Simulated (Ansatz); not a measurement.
A nudged elastic band was laid between two geometries of H3P + H4Si (9 atoms, charge 0, multiplicity 1).

Method: RKS r2SCANh/6-31G* (Ansatz 0.2.0).

```
movable images  : 7
climbing image  : yes
spring          : 5.0 eV/Å²
optimiser       : quadratic models (default)
start path      : through a guess of the saddle point
force threshold : 0.05 eV/Å
iteration limit : 60
end points      : relaxed
```

First end point:

```xyz
9
Properties=species:S:1:pos:R:3
Si 0.615 -0.034 -0.247
H 0.938 -0.045 1.203
H 1.853 0.197 -1.034
H -0.359 1.051 -0.527
H 0.018 -1.339 -0.632
P -3.238 0.221 1.494
H -2.955 -0.717 0.466
H -3.762 -0.773 2.363
H -1.934 0.126 2.047
```

Last end point:

```xyz
9
Properties=species:S:1:pos:R:3
Si -0.594 -0.129 -0.651
H 0.430 0.143 3.197
H 0.608 0.252 0.136
H -0.685 0.755 -1.844
H -0.440 -1.538 -1.108
P -2.425 0.240 0.623
H -3.318 -0.418 -0.268
H -2.241 -0.914 1.433
H -0.160 0.298 3.617
```

Q: Which bonds break or form, and what moves?

A: Bonds broken: Si1–H2, P6–H9. Bonds formed: Si1–P6, H2–H9. H3P + H4Si becomes H2 + H5PSi.

Q: What energy profile does the band end with?

A: It converged. The highest image is number 4 of 0 to 8, 3.08 eV above the first end and 3.08 eV above the last; the last end lies 0.01 eV above the first. Neighbouring images differ by up to 2.9 eV, so the band resolves the path poorly. A vibrational analysis at the climbing image gives one clearly imaginary mode, 1572i cm⁻¹: a first-order saddle point. The orbitals stay closed-shell, which can raise the energy where a bond breaks towards radicals; this wasn't checked here.

```csv
image,path coordinate (Å),energy (eV),Si1–H2 (Å),P6–H9 (Å),Si1–P6 (Å)
0,0.00,0.00,1.49,1.42,4.24
1,1.56,0.01,1.48,1.42,4.49
2,3.11,0.01,1.48,1.42,4.39
3,4.67,0.20,1.49,1.42,3.49
4,6.23,3.08,1.71,1.84,2.62
5,7.64,0.39,2.64,2.66,2.29
6,9.06,0.01,3.45,3.75,2.26
7,10.47,0.01,3.90,4.34,2.26
8,11.89,0.01,3.99,3.75,2.26
```

Q: What is the geometry of the highest image?

A: 
```xyz
9
Properties=species:S:1:pos:R:3
Si -0.153 -0.050 -0.073
H -0.065 -1.131 1.245
H 0.709 0.949 0.586
H -0.948 0.563 -1.191
H 0.609 -1.116 -0.800
P -2.376 0.580 1.151
H -3.150 -0.441 0.534
H -2.457 -0.030 2.440
H -0.994 -0.634 1.241
```

Time of the run: 10 min on 1 thread of Arm Neoverse V2, on a shared host, peak memory 0.12 GiB.
